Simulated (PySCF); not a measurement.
**HS, SMILES `[SH]` (charge 0, multiplicity 2)**

Calculation: TPSS-D3(BJ)/def2-TZVP // TPSS-D3(BJ)/def2-SVP in PySCF.

| Quantity | Result |
|---|---|
| highest occupied spin orbital | -6.25 eV |
| dipole moment | 0.87 D |
| total energy | -398.7773 Ha |
| cost | very roughly 9 core-seconds |

Bond lengths (Å): S1–H2 1.361.
Charge 0, spin multiplicity 2.
